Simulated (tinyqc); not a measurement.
Extended Hueckel theory, for CH4+, step by step. The parameters take no account of the charge, which enters only through the electron count. One step of it, computed by the program tinyqc.

Problem. Wolfsberg-Helmholz matrix. H_ij = K' S_ij (H_ii + H_jj)/2 for i != j (the diagonal keeps H_ii), with K' = K + D^2 + D^4 (1 - K), D = (H_ii - H_jj)/(H_ii + H_jj), K = 1.5.

overlap S, order 1C 2s, 1C 2px, 1C 2py, 1C 2pz, 2H 1s, 3H 1s, 4H 1s, 5H 1s:
```
[[1.000000, 0.000000, 0.000000, 0.000000, 0.501422, 0.501422, 0.501422, 0.501422],
 [0.000000, 1.000000, 0.000000, 0.000000, 0.286885, 0.286885, -0.286885, -0.286885],
 [0.000000, 0.000000, 1.000000, 0.000000, 0.286885, -0.286885, 0.286885, -0.286885],
 [0.000000, 0.000000, 0.000000, 1.000000, 0.286885, -0.286885, -0.286885, 0.286885],
 [0.501422, 0.286885, 0.286885, 0.286885, 1.000000, 0.154713, 0.154713, 0.154713],
 [0.501422, 0.286885, -0.286885, -0.286885, 0.154713, 1.000000, 0.154713, 0.154713],
 [0.501422, -0.286885, 0.286885, -0.286885, 0.154713, 0.154713, 1.000000, 0.154713],
 [0.501422, -0.286885, -0.286885, 0.286885, 0.154713, 0.154713, 0.154713, 1.000000]]
```

diagonal H_ii (eV): [-21.400000, -11.400000, -11.400000, -11.400000, -13.600000, -13.600000, -13.600000, -13.600000]

K = 1.500000

Give: H.

Solution.

H (eV), order 1C 2s, 1C 2px, 1C 2py, 1C 2pz, 2H 1s, 3H 1s, 4H 1s, 5H 1s:
```
[[-21.4000, 0.0000, 0.0000, 0.0000, -13.5873, -13.5873, -13.5873, -13.5873],
 [0.0000, -11.4000, 0.0000, 0.0000, -5.4067, -5.4067, 5.4067, 5.4067],
 [0.0000, 0.0000, -11.4000, 0.0000, -5.4067, 5.4067, -5.4067, 5.4067],
 [0.0000, 0.0000, 0.0000, -11.4000, -5.4067, 5.4067, 5.4067, -5.4067],
 [-13.5873, -5.4067, -5.4067, -5.4067, -13.6000, -3.1561, -3.1561, -3.1561],
 [-13.5873, -5.4067, 5.4067, 5.4067, -3.1561, -13.6000, -3.1561, -3.1561],
 [-13.5873, 5.4067, -5.4067, 5.4067, -3.1561, -3.1561, -13.6000, -3.1561],
 [-13.5873, 5.4067, 5.4067, -5.4067, -3.1561, -3.1561, -3.1561, -13.6000]]
```
